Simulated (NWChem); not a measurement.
System: hydrogen chloride (HCl); SMILES Cl

Input file for NWChem:

```
start job
memory heap 200 mb stack 900 mb global 1100 mb
geometry units angstroms noautoz
  Cl     0.000000     0.000000     0.080452
  H      0.000000     0.000000    -1.215592
end
basis spherical
  * library 6-311g**
end
dft
  xc b3lyp
  iterations 150
  mulliken
end
task dft energy
```

Parts of the log:

```
             Northwest Computational Chemistry Package (NWChem) 7.3.0
             --------------------------------------------------------

 ORDER OF PRIMARY AXIS IS BEING SET TO 4
 C4V symmetry detected

                             Geometry "geometry" -> ""
                             -------------------------

 Output coordinates in angstroms (scale by  1.889725989 to convert to a.u.)

  No.       Tag          Charge          X              Y              Z
 ---- ---------------- ---------- -------------- -------------- --------------
    1 Cl                  17.0000     0.00000000     0.00000000     0.07200244
    2 H                    1.0000     0.00000000     0.00000000    -1.22404156

 Effective nuclear repulsion energy (a.u.)       6.9411325796

      Symmetry information
      --------------------

 Group name             C4v
 Group number             18
 Group order               8
 No. of unique centers     2

                                 NWChem DFT Module
                                 -----------------

 Summary of "ao basis" -> "ao basis" (spherical)
 ------------------------------------------------------------------------------
       Tag                 Description            Shells   Functions and Types
 ---------------- ------------------------------  ------  ---------------------
 Cl                         6-311g**                12       26   6s5p1d
 H                          6-311g**                 4        6   3s1p

      Symmetry analysis of basis
      --------------------------

        a1         16
        a2          0
        b1          1
        b2          1
        e          14

            General Information
            -------------------
          SCF calculation type: DFT
          Wavefunction type:  closed shell.
          No. of atoms     :     2
          No. of electrons :    18
           Alpha electrons :     9
            Beta electrons :     9
          Charge           :     0
          Spin multiplicity:     1
          Use of symmetry is: on ; symmetry adaption is: on
          Maximum number of iterations: 150
          AO basis - number of functions:    32
                     number of shells:    16
          Convergence on energy requested:  1.00D-06
          Convergence on density requested:  1.00D-05
          Convergence on gradient requested:  5.00D-04

              XC Information
              --------------
                         B3LYP Method XC Potential
                     Hartree-Fock (Exact) Exchange  0.200
                        Slater Exchange Functional  0.800 local
                    Becke 1988 Exchange Functional  0.720 non-local
              Lee-Yang-Parr Correlation Functional  0.810
                  VWN I RPA Correlation Functional  0.190 local

             Grid Information
             ----------------
          Grid used for XC integration:  medium
          Radial quadrature: Mura-Knowles
          Angular quadrature: Lebedev.
          Tag              B.-S. Rad. Rad. Pts. Rad. Cut. Ang. Pts.
          ---              ---------- --------- --------- ---------
          Cl                  1.00       88           7.0       590
          H                   0.35       45           7.0       434
          Grid pruning is: on
          Number of quadrature shells:   133
          Spatial weights used:  Erf1

      Superposition of Atomic Density Guess
      -------------------------------------

 Sum of atomic energies:        -459.97666601

      Non-variational initial energy
      ------------------------------

 Total energy =    -460.033759
 1-e energy   =    -648.923289
 2-e energy   =     181.948397
 HOMO         =      -0.450281
 LUMO         =       0.067062

      Symmetry analysis of molecular orbitals - initial
      -------------------------------------------------

 !! scf_movecs_sym_adapt:    2 vectors were symmetry contaminated

  Symmetry fudging

 !! scf_movecs_sym_adapt:    2 vectors were symmetry contaminated

  Numbering of irreducible representations:

     1 a1          2 a2          3 b1          4 b2          5 e

  Orbital symmetries:

     1 a1          2 a1          3 a1          4 e           5 e
     6 a1          7 a1          8 e           9 e          10 a1
    11 a1         12 e          13 e          14 a1         15 a1
    16 e          17 e          18 b1         19 b2

     ---------------------------------------------
      Total Density - Mulliken Population Analysis
     ---------------------------------------------

    Atom       Charge   Shell Charges
 -----------   ------   -------------------------------------------------------
    1 Cl  17    17.36   0.78  1.19  0.91  1.08  1.00  0.97  7.41 -1.50  1.04  3.14  1.34  0.01
    2 H    1     0.64   0.17  0.38  0.05  0.04

   convergence    iter        energy       DeltaE   RMS-Dens  Diis-err
 ---------------- ----- ----------------- --------- --------- ---------
 d= 0,ls=0.0,diis     1   -460.8106128156 -4.68D+02  1.36D-02  6.46D-01
 d= 0,ls=0.0,diis     2   -460.8253249549 -1.47D-02  8.02D-03  5.89D-02
 d= 0,ls=0.0,diis     3   -460.8303015706 -4.98D-03  3.32D-03  2.36D-02
 d= 0,ls=0.0,diis     4   -460.8333963488 -3.09D-03  3.43D-04  2.33D-04
 d= 0,ls=0.0,diis     5   -460.8334223248 -2.60D-05  3.11D-05  4.16D-06
 d= 0,ls=0.0,diis     6   -460.8334227391 -4.14D-07  2.29D-06  1.09D-08

         Total DFT energy =     -460.833422739057
      One electron energy =     -649.634733981881
           Coulomb energy =      210.449376548002
    Exchange-Corr. energy =      -28.589197884777
 Nuclear repulsion energy =        6.941132579600

 Numeric. integr. density =       18.000003219706

                  Occupations of the irreducible representations
                  ----------------------------------------------

                     irrep           alpha         beta
                     --------     --------     --------
                     a1                5.0          5.0
                     a2                0.0          0.0
                     b1                0.0          0.0
                     b2                0.0          0.0
                     e                 4.0          4.0

                       DFT Final Molecular Orbital Analysis
                       ------------------------------------

 Vector    7  Occ=2.000000D+00  E=-4.796939D-01  Symmetry=a1
              MO Center= -1.7D-16, -1.8D-16, -1.4D-01, r^2= 1.3D+00
   Bfn.  Coefficient  Atom+Function         Bfn.  Coefficient  Atom+Function
  ----- ------------  ---------------      ----- ------------  ---------------
    18      0.411619  1 Cl pz                28     -0.299283  2 H  s
     6      0.292913  1 Cl s                  9     -0.288167  1 Cl pz
    15      0.216826  1 Cl pz                 5      0.197832  1 Cl s
    21      0.168378  1 Cl pz                27     -0.161615  2 H  s
     4     -0.129910  1 Cl s                  3     -0.071922  1 Cl s

 Vector    8  Occ=2.000000D+00  E=-3.397543D-01  Symmetry=e
              MO Center= -2.0D-13, -1.4D-13,  5.0D-02, r^2= 1.2D+00
   Bfn.  Coefficient  Atom+Function         Bfn.  Coefficient  Atom+Function
  ----- ------------  ---------------      ----- ------------  ---------------
    16      0.470087  1 Cl px                17      0.327747  1 Cl py
     7     -0.286997  1 Cl px                19      0.285127  1 Cl px
    13      0.215328  1 Cl px                 8     -0.200096  1 Cl py
    20      0.198792  1 Cl py                14      0.150128  1 Cl py
    10     -0.070312  1 Cl px                11     -0.049022  1 Cl py

 Vector    9  Occ=2.000000D+00  E=-3.397543D-01  Symmetry=e
              MO Center= -1.4D-15,  1.3D-15,  5.0D-02, r^2= 1.2D+00
   Bfn.  Coefficient  Atom+Function         Bfn.  Coefficient  Atom+Function
  ----- ------------  ---------------      ----- ------------  ---------------
    17      0.470087  1 Cl py                16     -0.327747  1 Cl px
     8     -0.286997  1 Cl py                20      0.285127  1 Cl py
    14      0.215328  1 Cl py                 7      0.200096  1 Cl px
    19     -0.198792  1 Cl px                13     -0.150128  1 Cl px
    11     -0.070312  1 Cl py                10      0.049022  1 Cl px

 Vector   10  Occ=0.000000D+00  E=-1.141744D-02  Symmetry=a1
              MO Center=  2.4D-15,  8.9D-16, -8.5D-01, r^2= 3.1D+00
   Bfn.  Coefficient  Atom+Function         Bfn.  Coefficient  Atom+Function
  ----- ------------  ---------------      ----- ------------  ---------------
    29      1.370828  2 H  s                  6     -0.858965  1 Cl s
    21      0.730389  1 Cl pz                18      0.348236  1 Cl pz
    28      0.286641  2 H  s                  9     -0.179401  1 Cl pz
     5     -0.145483  1 Cl s                 15      0.138949  1 Cl pz
    27      0.125514  2 H  s                  4      0.120004  1 Cl s

 Vector   11  Occ=0.000000D+00  E= 1.812785D-01  Symmetry=a1
              MO Center=  2.6D-13,  1.5D-13, -8.3D-01, r^2= 3.3D+00
   Bfn.  Coefficient  Atom+Function         Bfn.  Coefficient  Atom+Function
  ----- ------------  ---------------      ----- ------------  ---------------
    28      1.230182  2 H  s                 29     -1.019809  2 H  s
    21      0.635634  1 Cl pz                24      0.163662  1 Cl d  0
    27      0.124933  2 H  s                  6     -0.108668  1 Cl s
     5      0.074530  1 Cl s                 32      0.059940  2 H  pz
    18      0.057285  1 Cl pz

 Vector   12  Occ=0.000000D+00  E= 2.763877D-01  Symmetry=e
              MO Center= -1.8D-14,  1.5D-14,  7.0D-02, r^2= 3.6D+00
   Bfn.  Coefficient  Atom+Function         Bfn.  Coefficient  Atom+Function
  ----- ------------  ---------------      ----- ------------  ---------------
    19      0.940449  1 Cl px                20     -0.799667  1 Cl py
    16     -0.708067  1 Cl px                17      0.602072  1 Cl py
     7      0.167217  1 Cl px                 8     -0.142185  1 Cl py
    13     -0.076670  1 Cl px                14      0.065193  1 Cl py
    10      0.031781  1 Cl px                11     -0.027024  1 Cl py

     ---------------------------------------------
      Total Density - Mulliken Population Analysis
     ---------------------------------------------

    Atom       Charge   Shell Charges
 -----------   ------   -------------------------------------------------------
    1 Cl  17    17.18   0.78  1.19  0.89  1.09  1.03  0.96  7.43 -1.52  1.10  2.88  1.33  0.02
    2 H    1     0.82   0.23  0.51  0.03  0.05

     -------------------------------------------
      Total Density - Lowdin Population Analysis
     -------------------------------------------

    Atom       Charge   Shell Charges
 -----------   ------   -------------------------------------------------------
    1 Cl  17    16.99   0.90  1.08  0.93  1.03  0.88  0.91  4.50  0.92  1.70  2.61  1.50  0.02
    2 H    1     1.01   0.25  0.45  0.19  0.12

     Multipole analysis of the density
     ---------------------------------

     L   x y z        total         alpha         beta         nuclear
     -   - - -        -----         -----         ----         -------
     0   0 0 0     -0.000000     -9.000000     -9.000000     18.000000

     1   1 0 0     -0.000000     -0.000000     -0.000000      0.000000
     1   0 1 0     -0.000000     -0.000000     -0.000000      0.000000
     1   0 0 1     -0.562523     -0.281261     -0.281261     -0.000000

     2   2 0 0    -10.641707     -5.320854     -5.320854      0.000000
     2   1 1 0      0.000000      0.000000      0.000000      0.000000
     2   1 0 1     -0.000000     -0.000000     -0.000000      0.000000
     2   0 2 0    -10.641707     -5.320854     -5.320854      0.000000
     2   0 1 1     -0.000000     -0.000000     -0.000000      0.000000
     2   0 0 2     -7.834261     -6.749720     -6.749720      5.665178
```

Level: B3LYP/6-311G** (spherical d). The geometry was optimised at PBE-D3(BJ)/def2-SVP. B3LYP is NWChem's, with the RPA form of VWN correlation.
